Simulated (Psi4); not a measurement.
# BNH4 (BH2(NH2)): a chain of runs

Aim: a geometry optimisation (singlet BNH4, r2SCAN/aug-cc-pVDZ), then the energy (doublet [BNH4]+, U-r2SCAN/aug-cc-pVDZ), then a structure relaxation (doublet [BNH4]+, U-r2SCAN/aug-cc-pVDZ), then a single-point energy (singlet BNH4, r2SCAN/aug-cc-pVDZ) of BH4N. 

The calculation is run with Psi4 1.11.

## 1. The molecule

BNH4: 6 atoms, total charge 0, spin state singlet. SMILES: `[H]B([H])N`. The coordinates come from a GFN2-xTB relaxation. The run starts from this shape.

Bond lengths: B1–N4 1.378 Å, B1–H2 1.171 Å, B1–H3 1.171 Å, N4–H5 1.007 Å, N4–H6 1.007 Å. Angles: B1–N4–H5 123.8°, B1–N4–H6 123.7°, H2–B1–N4 118.8°, H3–B1–N4 119.0°, H5–N4–H6 112.5°, H2–B1–H3 122.1°.

## 2. A geometry optimisation at r2SCAN/aug-cc-pVDZ (density fitting) (run 1)

calc.inp

```
memory 1.6 GB

molecule geom {
  0 1
  B      0.341950     0.595150     0.003650
  H      1.330110     0.674300     0.627440
  H     -0.078600     1.496820    -0.614110
  N     -0.345390    -0.598720    -0.003870
  H     -1.199300    -0.750580    -0.515060
  H     -0.048780    -1.416960     0.501960
}

set basis aug-cc-pVDZ
set reference rks

optimize("r2scan")
```

The run is started by

```console
$ psi4 -n 1 calc.inp calc.out
```

calc.out:

```text
[...]
  Running in c1 symmetry.
[...]
  Nuclear repulsion =   32.535476564421572
[...]
  Multiplicity = 1
[...]
  Nalpha       = 8
  Nbeta        = 8
[...]
    Number of basis functions: 82
[...]
   @DF-RKS iter   1:   -81.65554828521181   -2.93834e-01   1.02270e-02 DIIS/ADIIS
[...]
   @DF-RKS iter   7:   -81.99182585570709   -6.11067e-13   2.17389e-09 DIIS
[...]
    Orbital Energies [Eh]
    ---------------------
    Doubly Occupied:
       1A    -14.182203     2A     -6.620956     3A     -0.839757
       4A     -0.493845     5A     -0.481646     6A     -0.360483
       7A     -0.288099     8A     -0.277903
[...]
  @DF-RKS Final Energy:   -81.99182585570709
   => Energetics <=
    Nuclear Repulsion Energy =             32.1414997444344692
    One-Electron Energy =                -173.0604790643835429
    Two-Electron Energy =                  71.3327019619322016
    DFT Exchange-Correlation Energy =     -12.4055484976902193
    Empirical Dispersion Energy =           0.0000000000000000
    VV10 Nonlocal Energy =                  0.0000000000000000
    Total Energy =                        -81.9918258557070914
[...]
  -Total Gradient:
     Atom            X                  Y                   Z
    ------   -----------------  -----------------  -----------------
       1        0.000110803919    -0.000100156743    -0.000187850906
       2       -0.000007497276     0.000089902524     0.000073579396
       3       -0.000009426858     0.000093273883     0.000068323749
       4       -0.000019085711     0.000033320112     0.000027384838
       5        0.000057507420     0.000083264941     0.000022707293
       6        0.000038142277     0.000100004937     0.000000189310
[...]
```

On the terminal:

```text
Optimizer: Optimization complete!
```

It took 25 s on 1 thread of Intel Xeon 6975P-C (Granite Rapids), shared host; peak memory 1 GiB.

The path in brief:

| step | energy from the first frame kept (eV) | largest force (eV/Å) |
| --- | --- | --- |
| 0 | 0.0000 | 0.8348 |
| 1 | -0.0331 | 0.1061 |
| 2 | -0.0333 | 0.0339 |
| 3 | -0.0333 | 0.0123 |

After the run. Bond lengths: B1–N4 1.393 Å, B1–H2 1.204 Å, B1–H3 1.204 Å, N4–H5 1.011 Å, N4–H6 1.011 Å. Angles: B1–N4–H5 123.2°, B1–N4–H6 123.2°, H2–B1–N4 118.7°, H3–B1–N4 118.7°, H5–N4–H6 113.6°, H2–B1–H3 122.5°.

## 3. The doublet cation: a single-point energy at U-r2SCAN/aug-cc-pVDZ (density fitting) (run 2)

job.inp

```
memory 1.6 GB

molecule m {
  1 2
  B
  H 1 1.203832
  H 1 1.203831 2 122.50599
  N 1 1.392907 3 118.74896 2 179.81153
  H 4 1.011063 1 123.20318 3 0.07846
  H 4 1.011067 5 113.60321 1 179.98285
  symmetry c1
}

set globals {
  basis     aug-cc-pVDZ
  reference uks
}

energy("r2scan")
```

The run is started by

```console
$ psi4 -n 1 job.inp job.out
```

job.out:

```text
[...]
  Running in c1 symmetry.
[...]
  Nuclear repulsion =   32.141504803148798
[...]
  Multiplicity = 2
[...]
  Nalpha       = 8
  Nbeta        = 7
[...]
    Number of basis functions: 82
[...]
   @DF-UKS iter   1:   -81.31239991283691    3.29810e-02   9.34439e-03 ADIIS/DIIS
[...]
   @DF-UKS iter  12:   -81.57874716143220    5.29749e-07   6.08675e-07 DIIS
[...]
   @S^2 Observed:                7.543339612E-01
[...]
  @DF-UKS Final Energy:   -81.57874716143220
   => Energetics <=
    Nuclear Repulsion Energy =             32.1415048031487984
    One-Electron Energy =                -167.6952039751861037
    Two-Electron Energy =                  66.1164225905887548
    DFT Exchange-Correlation Energy =     -12.1414705799836398
    Empirical Dispersion Energy =           0.0000000000000000
    VV10 Nonlocal Energy =                  0.0000000000000000
    Total Energy =                        -81.5787471614322044
[...]
 Multipole Moments:
 ------------------------------------------------------------------------------------
     Multipole            Electronic (a.u.)      Nuclear  (a.u.)        Total (a.u.)
 ------------------------------------------------------------------------------------
 L = 1.  Multiply by 2.5417464519 to convert [e a0] to [Debye]
 Dipole X            :          0.0021181           -0.0042483           -0.0021302
 Dipole Y            :         -0.5755827           -0.3673860           -0.9429687
 Dipole Z            :         -0.3158093           -0.2013793           -0.5171887
 Magnitude           :                                                    1.0754899
[...]
```

It took 12 s on 1 thread of Intel Xeon 6975P-C (Granite Rapids), shared host; peak memory 1 GiB.

## 4. The doublet cation: a geometry optimisation at U-r2SCAN/aug-cc-pVDZ (density fitting) (run 3)

bh4n.xyz

```xyz
6
BH4N
B      0.346151     0.601013     0.003222
H      1.359926     0.681052     0.647478
H     -0.090936     1.525068    -0.632613
N     -0.349638    -0.605644    -0.003682
H     -1.207777    -0.746997    -0.519303
H     -0.044649    -1.423396     0.506730
```

run.py

```python
import psi4

psi4.set_memory('1600 MB')
psi4.set_num_threads(1)
psi4.core.set_output_file('output.dat', False)

with open('bh4n.xyz') as f:
    atoms = ''.join(f.readlines()[2:])
m = psi4.geometry('1 2\n' + atoms + 'symmetry c1')

psi4.set_options({
    'basis': 'aug-cc-pVDZ',
    'reference': 'uks',
})

result = psi4.optimize('R2SCAN', molecule=m)
print('E =', round(result, 9))
print(m.to_string(dtype='xyz', units='Angstrom'))
```

The run is started by

```console
$ python run.py
```

output.dat:

```text
[...]
  Running in c1 symmetry.
[...]
  Nuclear repulsion =   32.141498669596054
[...]
  Multiplicity = 2
[...]
  Nalpha       = 8
  Nbeta        = 7
[...]
    Number of basis functions: 82
[...]
   @DF-UKS iter   1:   -81.31239993215181    3.29806e-02   9.34439e-03 DIIS/ADIIS
[...]
   @DF-UKS iter   7:   -81.61329696431666   -1.14113e-11   9.63644e-09 DIIS
[...]
   @S^2 Observed:                7.579452272E-01
[...]
  @DF-UKS Final Energy:   -81.61329696431666
   => Energetics <=
    Nuclear Repulsion Energy =             31.4105067322024354
    One-Electron Energy =                -166.6516435067451027
    Two-Electron Energy =                  65.7058498776297739
    DFT Exchange-Correlation Energy =     -12.0780100674037651
    Empirical Dispersion Energy =           0.0000000000000000
    VV10 Nonlocal Energy =                  0.0000000000000000
    Total Energy =                        -81.6132969643166604
[...]
  -Total Gradient:
     Atom            X                  Y                   Z
    ------   -----------------  -----------------  -----------------
       1       -0.000010880427     0.000025586727     0.000048427628
       2        0.000058314059     0.000020035398     0.000000125185
       3        0.000002717317     0.000057726731    -0.000019565964
       4        0.000017289331     0.000018642470    -0.000048312724
       5       -0.000018930137    -0.000008797917     0.000031104061
       6        0.000015141889    -0.000002845602    -0.000011656924
[...]
```

Wall time 2.8 min (1 thread of Intel Xeon 6975P-C (Granite Rapids), shared host); peak memory 1.1 GiB.

The path in brief:

| step | energy from the first frame kept (eV) | largest force (eV/Å) |
| --- | --- | --- |
| 0 | 0.0000 | 5.8458 |
| 1 | -0.3515 | 1.6325 |
| 2 | -0.3925 | 0.6250 |
| 3 | -0.4010 | 0.2285 |
| 4 | -0.4023 | 0.0750 |
| 5 | -0.4026 | 0.0240 |
| 6 | -0.4040 | 0.0506 |
| 7 | -0.4942 | 2.2795 |
| 8 | -0.7360 | 2.4502 |
| 9 | -0.4911 | 5.3208 |
| 10 | -0.8207 | 1.7538 |
| 11 | -0.9149 | 0.8199 |
| 12 | -0.9282 | 0.6304 |
| 13 | -0.9377 | 0.3311 |
| 14 | -0.9401 | 0.0252 |
| 15 | -0.9401 | 0.0060 |
| 16 | -0.9401 | 0.0032 |

After the run. Bond lengths: B1–N4 1.436 Å, B1–H2 1.213 Å, B1–H3 1.213 Å, N4–H5 1.028 Å, N4–H6 1.028 Å. Angles: B1–N4–H5 123.3°, B1–N4–H6 123.2°, H2–B1–N4 119.8°, H3–B1–N4 119.8°, H5–N4–H6 113.5°, H2–B1–H3 120.4°.

## 5. The energy at r2SCAN/aug-cc-pVDZ (density fitting) (run 4)

calc.dat

```
memory 1600 mb

molecule mol {
  0 1
  B
  H 1 1.213309
  H 1 1.21325 2 120.37422
  N 1 1.435852 3 119.82807 2 -179.98126
  H 4 1.027571 1 123.29789 3 84.96347
  H 4 1.027593 5 113.45483 1 -179.98537
  units angstrom
  symmetry c1
}

set basis aug-cc-pVDZ

result, w = energy("r2scan", return_wfn=True)
print_variables()
```

The run is started by

```console
$ psi4 calc.dat calc.out -n 1
```

calc.out:

```text
[...]
  Running in c1 symmetry.
[...]
  Nuclear repulsion =   31.410500975523068
[...]
  Multiplicity = 1
[...]
  Nalpha       = 8
  Nbeta        = 8
[...]
    Number of basis functions: 82
[...]
   @DF-RKS iter   1:   -81.58539778030220   -2.80712e-01   1.05782e-02 ADIIS/DIIS
[...]
   @DF-RKS iter   8:   -81.93315190882544   -8.09041e-09   2.14493e-07 DIIS
[...]
    Orbital Energies [Eh]
    ---------------------
    Doubly Occupied:
       1A    -14.146434     2A     -6.664724     3A     -0.812369
       4A     -0.486043     5A     -0.456595     6A     -0.365349
       7A     -0.334030     8A     -0.190065
[...]
  @DF-RKS Final Energy:   -81.93315190882544
   => Energetics <=
    Nuclear Repulsion Energy =             31.4105009755230675
    One-Electron Energy =                -171.6692535298510336
    Two-Electron Energy =                  70.7150048727050091
    DFT Exchange-Correlation Energy =     -12.3894042272024709
    Empirical Dispersion Energy =           0.0000000000000000
    VV10 Nonlocal Energy =                  0.0000000000000000
    Total Energy =                        -81.9331519088254367
[...]
 Multipole Moments:
 ------------------------------------------------------------------------------------
     Multipole            Electronic (a.u.)      Nuclear  (a.u.)        Total (a.u.)
 ------------------------------------------------------------------------------------
 L = 1.  Multiply by 2.5417464519 to convert [e a0] to [Debye]
 Dipole X            :         -0.0000550           -0.0000107           -0.0000657
 Dipole Y            :         -0.0658117           -0.3556644           -0.4214761
 Dipole Z            :         -0.0382944           -0.2030367           -0.2413311
 Magnitude           :                                                    0.4856777
[...]
```

Wall time 6.6 s (1 thread of Intel Xeon 6975P-C (Granite Rapids), shared host); peak memory 1 GiB.

## 6. Summary of results

| quantity | value |
| --- | --- |
| run 1, r2SCAN/aug-cc-pVDZ: total energy at the end | -81.99183 Eh |
| run 1, r2SCAN/aug-cc-pVDZ: dipole moment | 1.94 D |
| run 1, r2SCAN/aug-cc-pVDZ: HOMO energy | -7.56 eV |
| run 1, r2SCAN/aug-cc-pVDZ: LUMO energy | -0.45 eV |
| run 1, r2SCAN/aug-cc-pVDZ: HOMO–LUMO gap | 7.11 eV |
| doublet cation, run 2: total energy | -81.57875 Eh |
| doublet cation, run 2: HOMO energy (highest over α and β) | -14.90 eV |
| doublet cation, run 2: LUMO energy (lowest over α and β) | -14.73 eV |
| doublet cation, run 2: ⟨S²⟩ | 0.754 |
| doublet cation, run 3: total energy at the end | -81.61330 Eh |
| doublet cation, run 3: HOMO energy (highest over α and β) | -14.68 eV |
| doublet cation, run 3: LUMO energy (lowest over α and β) | -12.09 eV |
| doublet cation, run 3: ⟨S²⟩ | 0.758 |
| run 4, r2SCAN/aug-cc-pVDZ: total energy | -81.93315 Eh |
| run 4, r2SCAN/aug-cc-pVDZ: dipole moment | 1.23 D |
| run 4, r2SCAN/aug-cc-pVDZ: HOMO energy | -5.17 eV |
| run 4, r2SCAN/aug-cc-pVDZ: LUMO energy | -2.08 eV |
| run 4, r2SCAN/aug-cc-pVDZ: HOMO–LUMO gap | 3.10 eV |
| adiabatic ionisation energy (to the doublet cation, no zero-point term) | 10.300 eV |

What this shows: The adiabatic ionisation energy (to the doublet cation, no zero-point term) is 10.30 eV (238 kcal/mol). The optimisation (run 1, r2SCAN/aug-cc-pVDZ) took 4 steps and changed the energy by -0.033 eV. The optimisation (doublet cation, run 3) took 17 steps and changed the energy by -0.940 eV.
